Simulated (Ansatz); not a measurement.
Ansatz (a first-principles code) input (B3LYP/6-311+G**): The .json file is the Basis Set Exchange's 6-311+G**.

Ansatz 0.2 input:
```yaml
crystal:
  periodic: [false, false, false]
  atoms:
    - {symbol: C, position_ang: [0.01909113, 0.15267994, -1.32752912]}
    - {symbol: Cl, position_ang: [-0.01118660, 0.00667210, 0.64763898]}
    - {symbol: H, position_ang: [0.90111306, -0.49482969, -1.50763755]}
    - {symbol: H, position_ang: [-0.82548774, -0.53467571, -1.53705043]}
basis:
  gaussian:
    orbitals: 6-311+G__.json
hamiltonian:
  xc: {name: B3LYP}
total_charge: -1
output: {forces: true}
```

**Question.** What final total energy does it give?

**Answer.** -499.50862 Eh.
